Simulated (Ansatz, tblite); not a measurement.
# The cluster Al₃Si: a ladder of methods and basis sets

How do method and basis change the picture of the cluster Al₃Si (doublet)?

Program: Ansatz 0.2.0, Gaussian basis. Level of theory: as each input shows. These are calculated values, not measurements.

Plan: GFN2-xTB, PBE-D4/def2-TZVP, r2SCAN-D4/def2-TZVP, ωB97M-V/def2-TZVP, B97M-V/def2-TZVP, BLYP-D4/def2-TZVP, LC-ωPBE/def2-TZVP, revPBE-D4/def2-TZVP, PBE-D4/def2-SVP, PBE0-D4/def2-SVP, HF/STO-3G, HF/6-31G, B3LYP-D4/6-31G, PBE0-D4/def2-TZVPD, PBE-D4/def2-TZVPD, r2SCAN-D4/def2-TZVPD, CCSD(T)/def2-TZVPP, MP2/def2-TZVP, RPA/def2-TZVP, CCSD(T)/def2-TZVPD.

## (1) The geometry

The doublet was relaxed beforehand with PBE0-D4/def2-TZVP. At that level it is the lowest of the isomers that a small search found.

4 atoms, charge 0, spin multiplicity 2.

Bond lengths: Al1–Si4 2.687 Å, Al2–Si4 2.384 Å, Al3–Si4 2.384 Å. Angles: Al1–Si4–Al2 60.1°, Al1–Si4–Al3 60.1°, Al2–Si4–Al3 120.3°.

PBE0-D4/def2-TZVP was run before; its log isn't repeated, and its numbers join the tables.

## (2) GFN2-xTB

Tight binding, by tblite at 300 K electronic temperature and without a spin-polarisation term:

```python
tblite.interface.Calculator('GFN2-xTB', numbers, positions, charge=0, uhf=1).singlepoint()
```

Energy -125.9424 eV; 0.008 s.

## (3) PBE-D4/def2-TZVP

start.molden holds the orbitals of an earlier run on this state, given as this run's starting guess.

The input, in.yaml:

```yaml
crystal:
  periodic: [false, false, false]
  atoms:
    - {symbol: Al, position_ang: [-0.467302, -1.311541, -0.288214]}
    - {symbol: Al, position_ang: [0.853446, -0.611123, 1.782830]}
    - {symbol: Al, position_ang: [-0.802113, 0.755281, -1.751140]}
    - {symbol: Si, position_ang: [0.415969, 1.167373, 0.256514]}
basis:
  gaussian: {orbitals: def2-TZVP, initial_orbitals: start.molden}
magnetization: {spin_polarized: true, initial_magnetization: 1}
hamiltonian: {xc: pbe, dispersion: d4}
scf: {omitted_lower_state_checks: [starts]}
output: {orbitals: {seedname: orbitals}}
```

Command:

```sh
> ansatz run in.yaml --threads 4 --pin off --events-out ev --progress --plain --max-ram 3916MiB
```

Output:

```text
Functional definition: PBE
  name "PBE"
  cite "Perdew, Burke & Ernzerhof, Phys. Rev. Lett. 77, 3865 (1996) doi:10.1103/PhysRevLett.77.3865"
  parent pbe
  parameter kappa = 0.804
  parameter beta = 0.06672455060314922
  exchange = pbe_x(kappa = kappa, mu = beta*pi^2/3)
  correlation = pbe_c(beta = beta)
these checks for a lower state are left out or cut short: starts
1029 factors; their error is unknown
mean field evaluation 1: about -27652.1735 eV, gradient 8.4e0 eV
mean field evaluation 2: about -27652.2648 eV, gradient 1.5e-1 eV
mean field evaluation 4: about -27652.2502 eV, gradient 4.1e-3 eV
mean field evaluation 8: about -27652.2502 eV, gradient 2.0e-5 eV
mean field -27652.25020134 eV, -1016.2014515308 hartree, gradient 9.2e-6 eV, S^2 0.762743; 0 other end points of the search recorded, 0 dependent functions left out
reference -27652.25023331 eV, -1016.2014527058 hartree; 27, 26 occupied and 121, 122 virtual orbitals, 1029 factors
Total energy: -27652.44901368 eV, -1016.2087577495 hartree
Checks for a lower state left out: starts
```

Run time: 1.1 s. Hardware: 4 threads of Intel Xeon 6975P-C, shared host.

HOMO -4.70 eV, LUMO -4.19 eV (over both spins); ⟨S²⟩ 0.763 (pure: 0.75).

## (4) r2SCAN-D4/def2-TZVP

Changes to in.yaml since step 3:

```diff
@@ -10,3 +10,3 @@
 magnetization: {spin_polarized: true, initial_magnetization: 1}
-hamiltonian: {xc: pbe, dispersion: d4}
+hamiltonian: {xc: r2scan, dispersion: d4}
 scf: {omitted_lower_state_checks: [starts]}
```

The command is unchanged.

Output:

```text
Functional definition: r2SCAN
  name "r2SCAN"
  cite "Furness, Kaplan, Ning, Perdew & Sun, J. Phys. Chem. Lett. 11, 8208 (2020) doi:10.1021/acs.jpclett.0c02405"
  cite "Furness, Kaplan, Ning, Perdew & Sun, J. Phys. Chem. Lett. 11, 9248 (2020) doi:10.1021/acs.jpclett.0c03077"
  parent r2scan
  parameter k0 = 0.174
  parameter k1 = 0.065
  parameter a1 = 4.9479
  exchange = r2scan_x(k0 = k0, k1 = k1, a1 = a1)
  correlation = r2scan_c
these checks for a lower state are left out or cut short: starts
1029 factors; their error is unknown
mean field evaluation 1: about -27663.8482 eV, gradient 5.4e0 eV
mean field evaluation 2: about -27663.8991 eV, gradient 1.1e-1 eV
mean field evaluation 4: about -27663.8821 eV, gradient 5.3e-3 eV
mean field evaluation 8: about -27663.8821 eV, gradient 1.3e-5 eV
mean field -27663.88214810 eV, -1016.6289176900 hartree, gradient 3.6e-6 eV, S^2 0.778572; 0 other end points of the search recorded, 0 dependent functions left out
reference -27663.88216341 eV, -1016.6289182524 hartree; 27, 26 occupied and 121, 122 virtual orbitals, 1029 factors
Total energy: -27663.91754256 eV, -1016.6302184124 hartree
Checks for a lower state left out: starts
```

Wall time 5.5 s (4 threads of Intel Xeon 6975P-C, shared host).

From the report: HOMO -4.88 eV, LUMO -3.88 eV (over both spins); ⟨S²⟩ 0.779 (pure: 0.75).

## (5) ωB97M-V/def2-TZVP

Changes to in.yaml since step 4:

```diff
@@ -10,4 +10,4 @@
 magnetization: {spin_polarized: true, initial_magnetization: 1}
-hamiltonian: {xc: r2scan, dispersion: d4}
+hamiltonian: {xc: {name: wB97M-V}}
 scf: {omitted_lower_state_checks: [starts]}
-output: {orbitals: {seedname: orbitals}}
+output: {forces: true, orbitals: {seedname: orbitals}}
```

Launched as before.

Output, cut to the lines that bear on the results:

```text
Functional definition: wB97M-V
  name "wB97M-V"
  cite "Mardirossian & Head-Gordon, J. Chem. Phys. 144, 214110 (2016) doi:10.1063/1.4952647"
  cite "Becke, J. Chem. Phys. 107, 8554 (1997) doi:10.1063/1.475007"
  cite "Vydrov & Van Voorhis, J. Chem. Phys. 133, 244103 (2010) doi:10.1063/1.3521275"
  # Of w^i u^j: cxij and so on, Table III.
[...]
  gx(w, u) = 1 - cx + cx01*u + cx10*w
  gss(w, u) = css00 + css04*u^4 + css10*w + css20*w^2 + css43*w^4*u^3
  gos(w, u) = cos00 + cos10*w + (cos20 + cos21*u)*w^2 + (cos60 + cos61*u)*w^6
[...]
      + integral(e_c_pw_mod_opposite_spin*gos(b97_w_opposite, b97_u_opposite)) + vv10(b, c)
[...]
1029 factors; their error is unknown
241 factors; integrals over basis functions are off by at most 1.8e-5 eV
[...]
mean field -27664.59134726 eV, -1016.6549802783 hartree, gradient 4.1e-6 eV, S^2 0.763967; 0 other end points of the search recorded, 0 dependent functions left out
[...]
reference -27664.59138403 eV, -1016.6549816294 hartree; 27, 26 occupied and 121, 122 virtual orbitals, 1029 factors
Total energy: -27664.59138403 eV, -1016.6549816294 hartree
Atom 0 at    -0.467302    -1.311541    -0.288214 Å, force    -0.073631    -0.206685    -0.045385 eV/Å
Atom 1 at     0.853446    -0.611123     1.782830 Å, force     0.127274     0.026552     0.216664 eV/Å
Atom 2 at    -0.802113     0.755281    -1.751140 Å, force    -0.054718     0.176882    -0.171869 eV/Å
Atom 3 at     0.415969     1.167373     0.256514 Å, force     0.001075     0.003250     0.000590 eV/Å
Dipole moment:    -0.031313    -0.087834    -0.019298 e Å
Checks for a lower state left out: starts
```

Run time: 12 s. Hardware: 4 threads of Intel Xeon 6975P-C, shared host; peak memory 0.87 GiB.

Report: HOMO -6.93 eV, LUMO -1.89 eV (over both spins); ⟨S²⟩ 0.764 (pure: 0.75).

## (6) B97M-V/def2-TZVP

Changes to in.yaml since step 5:

```diff
@@ -10,4 +10,4 @@
 magnetization: {spin_polarized: true, initial_magnetization: 1}
-hamiltonian: {xc: {name: wB97M-V}}
+hamiltonian: {xc: {name: B97M-V}}
 scf: {omitted_lower_state_checks: [starts]}
-output: {forces: true, orbitals: {seedname: orbitals}}
+output: {orbitals: {seedname: orbitals}}
```

The command is unchanged.

Output, cut to the lines that bear on the results:

```text
Functional definition: B97M-V
  name "B97M-V"
  cite "Mardirossian & Head-Gordon, J. Chem. Phys. 142, 074111 (2015) doi:10.1063/1.4907719"
  cite "Becke, J. Chem. Phys. 107, 8554 (1997) doi:10.1063/1.475007"
  cite "Vydrov & Van Voorhis, J. Chem. Phys. 133, 244103 (2010) doi:10.1063/1.3521275"
  # Of w^i u^j: cxij and so on, Table III.
[...]
  gx(w, u) = cx00 + cx01*u + cx02*u^2 + (cx10 + cx11*u)*w
  gss(w, u) = css00 + css02*u^2 + css10*w + (css32*w^3 + css42*w^4)*u^2
  gos(w, u) = cos00 + cos01*u + cos03*u^3 + cos10*w + cos32*w^3*u^2
[...]
      + integral(e_c_pw_mod_opposite_spin*gos(b97_w_opposite, b97_u_opposite)) + vv10(b, c)
[...]
1029 factors; their error is unknown
[...]
mean field -27660.03414191 eV, -1016.4875060705 hartree, gradient 1.1e-5 eV, S^2 0.765473; 0 other end points of the search recorded, 0 dependent functions left out
reference -27660.03418859 eV, -1016.4875077860 hartree; 27, 26 occupied and 121, 122 virtual orbitals, 1029 factors
Total energy: -27660.03418859 eV, -1016.4875077860 hartree
Checks for a lower state left out: starts
```

It took 4.3 s on 4 threads of Intel Xeon 6975P-C, shared host.

From the report: HOMO -4.78 eV, LUMO -4.08 eV (over both spins); ⟨S²⟩ 0.765 (pure: 0.75).

## (7) BLYP-D4/def2-TZVP

Changes to in.yaml since step 6:

```diff
@@ -10,3 +10,3 @@
 magnetization: {spin_polarized: true, initial_magnetization: 1}
-hamiltonian: {xc: {name: B97M-V}}
+hamiltonian: {xc: {name: BLYP}, dispersion: d4}
 scf: {omitted_lower_state_checks: [starts]}
```

Same command.

Output:

```text
Functional definition: BLYP
  name "BLYP"
  cite "Becke, Phys. Rev. A 38, 3098 (1988) doi:10.1103/PhysRevA.38.3098"
  cite "Lee, Yang & Parr, Phys. Rev. B 37, 785 (1988) doi:10.1103/PhysRevB.37.785"
  parameter beta = 0.0042
  parameter a = 0.04918
  parameter b = 0.132
  parameter c = 0.2533
  parameter d = 0.349
  exchange = b88_x(beta = beta)
  correlation = lyp_c(a = a, b = b, c = c, d = d)
these checks for a lower state are left out or cut short: starts
1029 factors; their error is unknown
mean field evaluation 1: about -27667.0759 eV, gradient 1.2e1 eV
mean field evaluation 2: about -27667.3041 eV, gradient 2.9e-1 eV
mean field evaluation 4: about -27667.2908 eV, gradient 2.2e-2 eV
mean field evaluation 8: about -27667.2908 eV, gradient 1.4e-5 eV
mean field -27667.29084289 eV, -1016.7541849131 hartree, gradient 7.9e-6 eV, S^2 0.758049; 0 other end points of the search recorded, 0 dependent functions left out
reference -27667.29112118 eV, -1016.7541951398 hartree; 27, 26 occupied and 121, 122 virtual orbitals, 1029 factors
Total energy: -27667.69895955 eV, -1016.7691829237 hartree
Checks for a lower state left out: starts
```

Run time: 1.2 s. Hardware: 4 threads of Intel Xeon 6975P-C, shared host.

Report: HOMO -4.45 eV, LUMO -4.07 eV (over both spins); ⟨S²⟩ 0.758 (pure: 0.75).

## (8) LC-ωPBE/def2-TZVP

Changes to in.yaml since step 7:

```diff
@@ -10,3 +10,3 @@
 magnetization: {spin_polarized: true, initial_magnetization: 1}
-hamiltonian: {xc: {name: BLYP}, dispersion: d4}
+hamiltonian: {xc: {name: LC-wPBE}}
 scf: {omitted_lower_state_checks: [starts]}
```

Same command.

Output, cut to the lines that bear on the results:

```text
Functional definition: LC-wPBE
  name "LC-wPBE"
  cite "Vydrov & Scuseria, J. Chem. Phys. 125, 234109 (2006) doi:10.1063/1.2409292"
  cite "Heyd & Scuseria, J. Chem. Phys. 120, 7274 (2004) doi:10.1063/1.1668634"
  cite "Ernzerhof & Perdew, J. Chem. Phys. 109, 3313 (1998) doi:10.1063/1.476928"
  cite "Perdew, Burke & Ernzerhof, Phys. Rev. Lett. 77, 3865 (1996) doi:10.1103/PhysRevLett.77.3865"
  parent pbe
[...]
1029 factors; their error is unknown
402 factors; integrals over basis functions are off by at most 3.2e-5 eV
[...]
mean field -27655.62221577 eV, -1016.3253707757 hartree, gradient 1.7e-5 eV, S^2 1.328042; 0 other end points of the search recorded, 0 dependent functions left out
reference -27655.62221578 eV, -1016.3253707759 hartree; 27, 26 occupied and 121, 122 virtual orbitals, 1029 factors
Total energy: -27655.62221578 eV, -1016.3253707759 hartree
Checks for a lower state left out: starts
```

Run time: 4 s. Hardware: 4 threads of Intel Xeon 6975P-C, shared host.

HOMO -7.53 eV, LUMO -1.35 eV (over both spins); ⟨S²⟩ 1.328 (pure: 0.75). Doubts: spin contamination.

## (9) revPBE-D4/def2-TZVP

Changes to in.yaml since step 8:

```diff
@@ -10,3 +10,3 @@
 magnetization: {spin_polarized: true, initial_magnetization: 1}
-hamiltonian: {xc: {name: LC-wPBE}}
+hamiltonian: {xc: {name: revPBE}, dispersion: d4}
 scf: {omitted_lower_state_checks: [starts]}
```

The command is unchanged.

Output:

```text
Functional definition: revPBE
  name "revPBE"
  cite "Zhang & Yang, Phys. Rev. Lett. 80, 890 (1998) doi:10.1103/PhysRevLett.80.890"
  cite "Perdew, Burke & Ernzerhof, Phys. Rev. Lett. 77, 3865 (1996) doi:10.1103/PhysRevLett.77.3865"
  parameter kappa = 1.245
  parameter beta = 0.06672455060314922
  exchange = pbe_x(kappa = kappa, mu = beta*pi^2/3)
  correlation = pbe_c(beta = beta)
these checks for a lower state are left out or cut short: starts
1029 factors; their error is unknown
mean field evaluation 1: about -27661.2888 eV, gradient 6.3e0 eV
mean field evaluation 2: about -27661.3442 eV, gradient 1.1e-1 eV
mean field evaluation 4: about -27661.3291 eV, gradient 4.3e-3 eV
mean field -27661.32911342 eV, -1016.5350953958 hartree, gradient 1.8e-5 eV, S^2 0.764865; 0 other end points of the search recorded, 0 dependent functions left out
reference -27661.32915324 eV, -1016.5350968593 hartree; 27, 26 occupied and 121, 122 virtual orbitals, 1029 factors
Total energy: -27661.70858901 eV, -1016.5490408667 hartree
Checks for a lower state left out: starts
```

It took 1.1 s on 4 threads of Intel Xeon 6975P-C, shared host.

HOMO -4.67 eV, LUMO -4.10 eV (over both spins); ⟨S²⟩ 0.765 (pure: 0.75).

## (10) PBE-D4/def2-SVP

Changes to in.yaml since step 9:

```diff
@@ -8,5 +8,5 @@
 basis:
-  gaussian: {orbitals: def2-TZVP, initial_orbitals: start.molden}
+  gaussian: {orbitals: def2-SVP, initial_orbitals: start.molden}
 magnetization: {spin_polarized: true, initial_magnetization: 1}
-hamiltonian: {xc: {name: revPBE}, dispersion: d4}
+hamiltonian: {xc: pbe, dispersion: d4}
 scf: {omitted_lower_state_checks: [starts]}
```

Launched as before.

Output:

```text
Functional definition: PBE
  name "PBE"
  cite "Perdew, Burke & Ernzerhof, Phys. Rev. Lett. 77, 3865 (1996) doi:10.1103/PhysRevLett.77.3865"
  parent pbe
  parameter kappa = 0.804
  parameter beta = 0.06672455060314922
  exchange = pbe_x(kappa = kappa, mu = beta*pi^2/3)
  correlation = pbe_c(beta = beta)
these checks for a lower state are left out or cut short: starts
775 factors; their error is unknown
mean field evaluation 1: about -27642.5084 eV, gradient 4.3e0 eV
mean field evaluation 2: about -27642.5975 eV, gradient 1.1e-1 eV
mean field evaluation 4: about -27642.5265 eV, gradient 3.6e-3 eV
mean field -27642.52651887 eV, -1015.8441127909 hartree, gradient 1.4e-5 eV, S^2 0.761926; 0 other end points of the search recorded, 0 dependent functions left out
reference -27642.52654924 eV, -1015.8441139070 hartree; 27, 26 occupied and 45, 46 virtual orbitals, 775 factors
Total energy: -27642.72532960 eV, -1015.8514189508 hartree
Checks for a lower state left out: starts
```

Wall time 0.55 s (4 threads of Intel Xeon 6975P-C, shared host).

Report: HOMO -4.79 eV, LUMO -4.26 eV (over both spins); ⟨S²⟩ 0.762 (pure: 0.75).

## (11) PBE0-D4/def2-SVP

Changes to in.yaml since step 10:

```diff
@@ -10,3 +10,3 @@
 magnetization: {spin_polarized: true, initial_magnetization: 1}
-hamiltonian: {xc: pbe, dispersion: d4}
+hamiltonian: {xc: pbe0, dispersion: d4}
 scf: {omitted_lower_state_checks: [starts]}
```

The command is unchanged.

Output, cut to the lines that bear on the results:

```text
Functional definition: PBE0
  name "PBE0"
  cite "Adamo & Barone, J. Chem. Phys. 110, 6158 (1999) doi:10.1063/1.478522"
  cite "Perdew, Burke & Ernzerhof, Phys. Rev. Lett. 77, 3865 (1996) doi:10.1103/PhysRevLett.77.3865"
  parent pbe
[...]
640 factors; integrals over basis functions are off by at most 8.0e-4 eV
[...]
mean field -27644.66945272 eV, -1015.9228641576 hartree, gradient 6.2e-6 eV, S^2 0.770691; 0 other end points of the search recorded, 0 dependent functions left out
reference -27644.66947555 eV, -1015.9228649966 hartree; 27, 26 occupied and 45, 46 virtual orbitals, 640 factors
Total energy: -27644.83913283 eV, -1015.9290997867 hartree
Checks for a lower state left out: starts
```

Wall time 1 s (4 threads of Intel Xeon 6975P-C, shared host).

From the report: HOMO -5.57 eV, LUMO -3.53 eV (over both spins); ⟨S²⟩ 0.771 (pure: 0.75).

## (12) HF/STO-3G

Changes to in.yaml since step 11:

```diff
@@ -8,5 +8,5 @@
 basis:
-  gaussian: {orbitals: def2-SVP, initial_orbitals: start.molden}
+  gaussian: {orbitals: STO-3G}
 magnetization: {spin_polarized: true, initial_magnetization: 1}
-hamiltonian: {xc: pbe0, dispersion: d4}
+hamiltonian: {xc: hf}
 scf: {omitted_lower_state_checks: [starts]}
```

Same command.

Output:

```text
Functional definition: HF
  name "HF"
  cite "Fock, Z. Phys. 61, 126 (1930) doi:10.1007/BF01340294"
  parent pbe
  exchange = exact_x
  correlation = 0
these checks for a lower state are left out or cut short: starts
377 factors; integrals over basis functions are off by at most 1.1e-4 eV
mean field evaluation 1: about -27271.8336 eV, gradient 1.6e1 eV
mean field evaluation 2: about -27271.8542 eV, gradient 1.6e1 eV
mean field evaluation 4: about -27274.6952 eV, gradient 9.7e-1 eV
mean field evaluation 8: about -27274.7682 eV, gradient 2.9e-1 eV
mean field evaluation 16: about -27275.3482 eV, gradient 6.7e-4 eV
mean field -27275.34622289 eV, -1002.3504857974 hartree, gradient 5.1e-6 eV, S^2 2.063420; 0 other end points of the search recorded, 0 dependent functions left out
reference -27275.34622289 eV, -1002.3504857974 hartree; 27, 26 occupied and 9, 10 virtual orbitals, 377 factors
Total energy: -27275.34622289 eV, -1002.3504857974 hartree
Checks for a lower state left out: starts
```

Wall time 0.15 s (4 threads of Intel Xeon 6975P-C, shared host).

From the report: HOMO -0.14 eV, LUMO 6.66 eV (over both spins); ⟨S²⟩ 2.063 (pure: 0.75). Doubts: spin contamination.

## (13) HF/6-31G

Changes to in.yaml since step 12:

```diff
@@ -8,3 +8,3 @@
 basis:
-  gaussian: {orbitals: STO-3G}
+  gaussian: {orbitals: 6-31G}
 magnetization: {spin_polarized: true, initial_magnetization: 1}
```

The command is unchanged.

Output:

```text
Functional definition: HF
  name "HF"
  cite "Fock, Z. Phys. 61, 126 (1930) doi:10.1007/BF01340294"
  parent pbe
  exchange = exact_x
  correlation = 0
these checks for a lower state are left out or cut short: starts
554 factors; integrals over basis functions are off by at most 9.1e-5 eV
mean field evaluation 1: about -27603.1537 eV, gradient 9.2e0 eV
mean field evaluation 2: about -27603.1616 eV, gradient 9.2e0 eV
mean field evaluation 4: about -27604.1768 eV, gradient 1.3e0 eV
mean field evaluation 8: about -27604.2671 eV, gradient 2.2e-1 eV
mean field evaluation 16: about -27605.0020 eV, gradient 3.5e0 eV
mean field -27605.57746060 eV, -1014.4862599447 hartree, gradient 2.4e-5 eV, S^2 1.704543; 0 other end points of the search recorded, 0 dependent functions left out
reference -27605.57746060 eV, -1014.4862599447 hartree; 27, 26 occupied and 25, 26 virtual orbitals, 554 factors
Total energy: -27605.57746060 eV, -1014.4862599447 hartree
Checks for a lower state left out: starts
```

It took 0.25 s on 4 threads of Intel Xeon 6975P-C, shared host.

From the report: HOMO -6.67 eV, LUMO -0.11 eV (over both spins); ⟨S²⟩ 1.705 (pure: 0.75). Doubts: spin contamination.

## (14) B3LYP-D4/6-31G

Changes to in.yaml since step 13:

```diff
@@ -10,3 +10,3 @@
 magnetization: {spin_polarized: true, initial_magnetization: 1}
-hamiltonian: {xc: hf}
+hamiltonian: {xc: {name: B3LYP}, dispersion: d4}
 scf: {omitted_lower_state_checks: [starts]}
```

Launched as before.

Output, cut to the lines that bear on the results:

```text
Functional definition: B3LYP
  name "B3LYP"
  cite "Stephens, Devlin, Chabalowski & Frisch, J. Phys. Chem. 98, 11623 (1994) doi:10.1021/j100096a001"
  cite "Becke, Phys. Rev. A 38, 3098 (1988) doi:10.1103/PhysRevA.38.3098"
  cite "Lee, Yang & Parr, Phys. Rev. B 37, 785 (1988) doi:10.1103/PhysRevB.37.785"
  cite "Vosko, Wilk & Nusair, Can. J. Phys. 58, 1200 (1980) doi:10.1139/p80-159"
[...]
554 factors; integrals over basis functions are off by at most 9.1e-5 eV
[...]
mean field -27665.17846545 eV, -1016.6765564738 hartree, gradient 5.1e-6 eV, S^2 0.761910; 0 other end points of the search recorded, 0 dependent functions left out
reference -27665.17867465 eV, -1016.6765641616 hartree; 27, 26 occupied and 25, 26 virtual orbitals, 554 factors
Total energy: -27665.51414353 eV, -1016.6888924157 hartree
Checks for a lower state left out: starts
```

It took 0.6 s on 4 threads of Intel Xeon 6975P-C, shared host.

HOMO -5.39 eV, LUMO -3.67 eV (over both spins); ⟨S²⟩ 0.762 (pure: 0.75).

## (15) PBE0-D4/def2-TZVPD

Changes to in.yaml since step 14:

```diff
@@ -8,5 +8,5 @@
 basis:
-  gaussian: {orbitals: 6-31G}
+  gaussian: {orbitals: def2-TZVPD, initial_orbitals: start.molden}
 magnetization: {spin_polarized: true, initial_magnetization: 1}
-hamiltonian: {xc: {name: B3LYP}, dispersion: d4}
+hamiltonian: {xc: pbe0, dispersion: d4}
 scf: {omitted_lower_state_checks: [starts]}
```

Same command.

Output:

```text
Functional definition: PBE0
  name "PBE0"
  cite "Adamo & Barone, J. Chem. Phys. 110, 6158 (1999) doi:10.1063/1.478522"
  cite "Perdew, Burke & Ernzerhof, Phys. Rev. Lett. 77, 3865 (1996) doi:10.1103/PhysRevLett.77.3865"
  parent pbe
  parameter a = 0.25
  parameter kappa = 0.804
  parameter beta = 0.06672455060314922
  exchange = (1 - a)*pbe_x(kappa = kappa, mu = beta*pi^2/3) + a*exact_x
  correlation = pbe_c(beta = beta)
these checks for a lower state are left out or cut short: starts
1178 factors; their error is unknown
mean field evaluation 1: about -27654.2335 eV, gradient 3.1e0 eV
mean field evaluation 2: about -27654.2458 eV, gradient 2.8e-2 eV
mean field evaluation 4: about -27654.2890 eV, gradient 3.2e-5 eV
mean field evaluation 8: about -27654.2890 eV, gradient 3.4e-5 eV
mean field -27654.28897398 eV, -1016.2763750433 hartree, gradient 8.7e-6 eV, S^2 0.772177; 0 other end points of the search recorded, 0 dependent functions left out
reference -27654.28900155 eV, -1016.2763760567 hartree; 27, 26 occupied and 145, 146 virtual orbitals, 1178 factors
Total energy: -27654.45865883 eV, -1016.2826108468 hartree
Checks for a lower state left out: starts
```

Run time: 4.6 s. Hardware: 4 threads of Intel Xeon 6975P-C, shared host; peak memory 0.8 GiB.

From the report: HOMO -5.46 eV, LUMO -3.44 eV (over both spins); ⟨S²⟩ 0.772 (pure: 0.75).

(Part 1 of 2 ends here.)
